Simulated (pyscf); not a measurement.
This saddle point was located with ωB97X-D3(BJ)/def2-SVP in PySCF.

```xyz
9

C      0.6451     0.2346    -0.0084
In    -1.6370     0.9452    -0.8710
O     -0.6216    -0.8722    -1.2660
O     -3.4799     0.2217    -0.4583
H      0.8335    -0.7554     0.4079
H      0.5422     1.0087     0.7583
H      1.2965     0.5159    -0.8367
H     -1.0054    -1.6765    -0.8735
H     -4.1264     0.8719    -0.1590
```
Charge 0, spin multiplicity 1.

Surface: singlet, charge 0. Lowest wavenumbers (cm⁻¹): 558i, 62, 118, 169, 282.

Problem. Which two sides does it connect, and which bonds change?

Solution. H₃C–In(OH)–OH ⇌ methanol (H₃C–OH) + HO–In [singlet], a 1,1-elimination read from left to right: C–In, In–O broken and C–O formed. At ωB97M-D3(BJ)/def2-TZVP it lies +287.7 kJ/mol from the left side and +247.1 kJ/mol from the right (each side as separated species at their lowest minima found). On the product side the descent ends in a bound adduct, 62.3 kJ/mol under the separated species and 304.0 kJ/mol under the saddle at ωB97X-D3(BJ)/def2-TZVP. At ωB97X-D3(BJ) the barrier from the zero used here is 306.5 kJ/mol. This is the saddle that the search found; another between the same sides may lie lower. One closed-shell reference is unstable to symmetry breaking; treat the single-reference values with care. Elements past Kr carry the def2 core potentials, without spin-orbit coupling.
